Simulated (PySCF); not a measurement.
thiophene cation (C₄H₄S), SMILES c1cscc1 (connectivity only; charge and spin as stated), charge +1, multiplicity 2.

Coordinates come from a PBE-D3(BJ)/def2-SVP optimisation. The spin state was assumed, not searched.

Method: PBE-D3(BJ)/def2-SVP in PySCF 2.14.0.

Frequencies are harmonic and unscaled.

Computed vibrational spectrum:
```
mode  ν (cm⁻¹)  IR (km/mol)  moving atoms (share of kinetic energy)
----  --------  -----------  --------------------------------------
1          355          3.2                  C 52 %, H 32 %, S 16 %
2          447          4.5                          C 67 %, S 29 %
3          450          0.0                          C 62 %, H 38 %
4          602          0.9                          S 50 %, C 45 %
5          683         83.8                          H 85 %, C 14 %
6          788          0.0                          H 70 %, C 30 %
7          816          7.6                          C 82 %, H 13 %
8          839         25.2                  C 69 %, H 20 %, S 11 %
9          841          1.0                          H 68 %, C 32 %
10         940          0.0                          H 69 %, C 31 %
11         975          7.2                          H 58 %, C 42 %
12        1044         14.4                          H 61 %, C 39 %
13        1082          0.0                          H 84 %, C 16 %
14        1190          1.5                          H 71 %, C 28 %
15        1317         84.1                          H 50 %, C 49 %
16        1322          1.4                          C 67 %, H 32 %
17        1495         33.6                          C 88 %, H 12 %
18        3153         25.8                           H 92 %, C 8 %
19        3158         14.9                           H 91 %, C 9 %
20        3165         57.2                           H 91 %, C 9 %
21        3176         29.2                          H 90 %, C 10 %
```
